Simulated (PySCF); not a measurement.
**TDDFT excited states: C4H5NO**

Cyclopropyl isocyanate, C₄H₅NO.
InChI=1S/C4H5NO/c6-3-5-4-1-2-4/h4H,1-2H2

Computed, not measured: TDDFT wB97X-D/def2-SVPD, vertical, gas phase, core orbitals frozen in the response (PySCF). The structure is a single PBE0-D3(BJ)/def2-SVP conformer in the gas phase; no vibrational or solvent corrections. Torsions of this conformer, `[O:1]=[C:2]=[N:3][CH:4]1[CH2:5][CH2:6]1`: C2–N3–C4–C5 -35°.

Task: List the vertical singlet excitations with oscillator strengths and describe the spectrum.

Result: 

```
state  E (eV)  λ (nm)       f  main configurations (H = HOMO, L = LUMO)
   S1    6.31   196.6  0.0006       H→L (57%), H→L+1 (24%), H→L+4 (13%)
   S2    7.22   171.7   0.013   H-1→L (38%), H→L+5 (33%), H-1→L+1 (13%)
   S3    7.41   167.3  0.0019       H→L (38%), H→L+1 (31%), H→L+4 (21%)
   S4    7.92   156.6  0.0017                             H-1→L+5 (76%)
   S5    7.98   155.3   0.031   H-1→L (54%), H→L+5 (16%), H-1→L+1 (11%)
   S6    8.07   153.7  0.0000     H→L+2 (47%), H→L+4 (28%), H→L+1 (15%)
```

The lowest singlet comes at 197 nm (608 kJ/mol) in the vacuum ultraviolet; it is very weak; its leading configuration is HOMO→LUMO (57%). The strongest level in the table is S5 at 7.98 eV (155 nm, f = 0.031). Löwdin shares by element: HOMO nitrogen 29%, carbon 26% or more, oxygen 20% (atoms not listed hold the other 26%); LUMO carbon 48% or more, oxygen 12%, nitrogen 10% (atoms not listed hold the other 29%). Of the 6 states listed, 2 reach f = 0.01 and 1 stays under 0.0005. Orbital energies (eV): HOMO-3 -12.33, HOMO-2 -11.86, HOMO-1 -10.11, HOMO -9.37, LUMO 2.03, LUMO+1 2.54, LUMO+2 2.89. Weighted by f, the mean energy of these states is 7.73 eV. Only the lowest 6 singlets were computed, as vertical energies without vibronic structure.
